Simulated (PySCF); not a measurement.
**Fluorine: a sound run and one with changed settings**

Sound run: F [He] 2s2 2p5, F⁺ [He] 2s2 2p4. Calculation: PySCF 2.14, in aug-cc-pVDZ (4s3p2d, 23 functions); no relativity, point nucleus. In the sound run the correlated levels freeze 1s2. The sound run starts from symmetry-adapted Hartree-Fock orbitals and uses a fine grid where one is needed.

A second run was set up differently.

```csv
species,method,sound run (hartree),changed run (hartree),converged
F,MP2,-99.53570,-99.53774,yes
F,CCSD(T),-99.55007,-99.55194,yes
F⁺,MP2,-98.90483,-98.90672,yes
F⁺,CCSD(T),-98.92111,-98.92286,yes
```

Ionisation energy of F:

```
 method  sound run (eV)  changed run (eV)
    UHF          15.767            15.767
    MP2          17.167            17.171
SCS-MP2          17.117            17.118
   CCSD          17.085            17.088
CCSD(T)          17.115            17.118
```

(1) What was changed?
A. too few SCF iterations
B. basis contracted for another Hamiltonian
C. all electrons correlated in a valence basis
D. a valence shell is frozen

## Answers

(1) C. A valence basis has no tight correlating functions, so it recovers only part of the core correlation, and not evenly between atom and ion.
